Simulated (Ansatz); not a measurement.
# C₂H₃ClF₂: a ladder of functionals and wavefunction methods

The task here is to estimate one member of a computed series from the others.

Computed with Ansatz 0.2.0, Gaussian basis. Level: functionals in def2-TZVPP, the program's frozen cores in correlated methods.

Plan: LDA (SPW92), PBE-D4, revPBE-D4, BLYP-D4, r2SCAN-D4, B97M-V, PBE0-D4, B3LYP-D4, r2SCANh-D4, r2SCAN0-D4, HSE06-D4, BHLYP-D4, CAM-B3LYP-D4, LC-ωPBE, ωB97X-V, ωB97M-V, B2PLYP, PBE-QIDH; CCSD(T)/def2-SVP; CCSD(T)/def2-TZVPP; MP2/def2-QZVPP; extrapolation to the limit; RPA on PBE.

## The geometry

All runs share one geometry, relaxed beforehand with PBE0-D4 in a triple-zeta def2 set.

SMILES `FCC(F)Cl`, 8 atoms, charge 0, spin multiplicity 1.

Atoms are counted from 1 here; the program's logs count them from 0.

Bond lengths: F1–C2 1.374 Å, C2–C3 1.507 Å, C2–H6 1.092 Å, C2–H7 1.093 Å, C3–F4 1.355 Å, C3–Cl5 1.774 Å, C3–H8 1.091 Å. Angles: F1–C2–C3 109.0°, F1–C2–H6 109.1°, F1–C2–H7 109.2°, C3–C2–H6 109.8°, C3–C2–H7 109.7°, H6–C2–H7 110.2°, C2–C3–F4 110.3°, C2–C3–Cl5 108.5°, C2–C3–H8 112.4°, F4–C3–Cl5 109.5°, F4–C3–H8 108.5°, Cl5–C3–H8 107.6°.

The first run:

in.yaml

```yaml
crystal:
  periodic: [false, false, false]
  atoms:
    - {symbol: F, position_ang: [-0.356146, -0.815176, 1.579405]}
    - {symbol: C, position_ang: [0.297988, 0.039241, 0.725045]}
    - {symbol: C, position_ang: [-0.320849, -0.068922, -0.644766]}
    - {symbol: F, position_ang: [-0.104595, -1.302200, -1.162605]}
    - {symbol: Cl, position_ang: [0.420901, 1.153876, -1.694188]}
    - {symbol: H, position_ang: [0.197488, 1.061249, 1.096639]}
    - {symbol: H, position_ang: [1.353196, -0.241448, 0.675269]}
    - {symbol: H, position_ang: [-1.395883, 0.116282, -0.630598]}
basis:
  gaussian: {orbitals: def2-TZVPP}
hamiltonian: {xc: lda}
output: {orbitals: {seedname: orbitals}}
```

Steps of the session up to this table: LDA; PBE-D4 (GGA); revPBE-D4 (GGA); BLYP-D4 (GGA); r2SCAN-D4 (meta-GGA); B97M-V (meta-GGA); PBE0-D4 (hybrid); B3LYP-D4 (hybrid); r2SCANh-D4 (hybrid); r2SCAN0-D4 (hybrid); HSE06-D4 (hybrid); BHLYP-D4 (hybrid); CAM-B3LYP-D4 (range-separated); LC-ωPBE-D4 (range-separated; the results give it without D4); ωB97X-V (range-separated); ωB97M-V (range-separated); B2PLYP (double hybrid); PBE-QIDH (double hybrid).

One table of the session follows, with a row left open; its other results are not shown here.

It belongs to the step «Frontier levels by functional». 

```
  functional  HOMO (eV)  gap (eV)
 LDA (SPW92)      -7.75      6.68
      PBE-D4      -7.59      6.79
   revPBE-D4      -7.53      6.83
     BLYP-D4      -7.49      6.77
   r2SCAN-D4      -7.95      7.45
      B97M-V      -8.08      7.64
     PBE0-D4          ?         ?
    B3LYP-D4      -8.86      8.89
  r2SCANh-D4      -8.51      8.42
  r2SCAN0-D4      -9.34      9.88
    HSE06-D4      -8.70      8.66
    BHLYP-D4     -10.51     11.98
CAM-B3LYP-D4     -10.57     12.04
     LC-ωPBE     -11.97     14.77
     ωB97X-V     -11.59     14.26
     ωB97M-V     -11.44     13.89
```

**Question.** Estimate the row for PBE0-D4.

The run gave: HOMO (eV): -9.11; gap (eV): 9.45. In the column «HOMO (eV)» it lies between r2SCAN0-D4 (-9.34) and B3LYP-D4 (-8.86).
